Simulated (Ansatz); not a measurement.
Input file:

```yaml
crystal:
  periodic: [false, false, false]
  atoms:
    - {symbol: N, position_ang: [0.000000, 0.000000, 0.000000]}
    - {symbol: S, position_ang: [0.000000, 0.000000, 5.529000]}
basis:
  gaussian: {orbitals: "6-31++G**"}
total_charge: 1
magnetization: {spin_polarized: true, initial_magnetization: 2}
correlation: {method: mp2, electrons: all}
scf: {lower_state_search: off}
```

```sh
$ ansatz run in.yaml --threads 1 --pin off --events-out ev --progress --plain --max-ram 2393MiB
```

The program prints:

```
these checks for a lower state are left out or cut short: stability, starts, cluster_reference, orbital_swaps, neighbouring_geometries, increment
365 factors; integrals over basis functions are off by at most 6.5e-4 eV
mean field evaluation 1: about -12281.9585 eV, gradient 1.4e1 eV
mean field evaluation 2: about -12282.0199 eV, gradient 1.4e1 eV
mean field evaluation 4: about -12283.6089 eV, gradient 1.0e0 eV
mean field evaluation 8: about -12283.6252 eV, gradient 6.4e-3 eV
mean field -12283.62515645 eV, -451.4148983595 hartree, gradient 7.6e-6 eV, S^2 3.013808; 0 other end points of the search recorded, 0 dependent functions left out
reference -12283.62515645 eV, -451.4148983595 hartree; 12, 10 occupied and 30, 32 virtual orbitals, 365 factors
second order -4.26692595 eV of doubles, -0.00000000 eV of singles
Total energy: -12287.89208240 eV, -451.5717049959 hartree
Checks for a lower state left out: stability, starts, cluster_reference, orbital_swaps, neighbouring_geometries, increment
```

Ran on 1 thread of Arm Neoverse V1, shared host: 0.18 s wall, 0.16 GiB peak host memory.
